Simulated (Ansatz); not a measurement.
Basis-set series for CH5Si (`C[SiH2]`) radical. The species carries charge 0 and has multiplicity 2. The geometry is a stationary point of PBE0-D4/def2-TZVP.

| functional | basis | functions | energy (Eh) | HOMO (eV) | LUMO (eV) |
| --- | --- | --- | --- | --- | --- |
| PBE0-D4 | def2-SVP | 57 | -330.25944 | -5.88 | -2.00 |
| PBE0-D4 | def2-TZVPP | 143 | -330.40624 | -5.90 | -2.06 |
| ωB97M-V | def2-SVP | 57 | -330.36518 | -7.59 | -0.32 |
| ωB97M-V | def2-TZVPP | 143 | -330.51674 | -7.64 | -0.46 |

Task: Give the rows for def2-QZVPP. (Best estimate.)

Result: Computed: 
```csv
functional,basis,functions,energy (Eh),HOMO (eV),LUMO (eV)
PBE0-D4,def2-QZVPP,277,-330.41853,-5.91,-2.09
ωB97M-V,def2-QZVPP,277,-330.52854,-7.66,-0.53
```

HOMO and LUMO are taken over both spins.
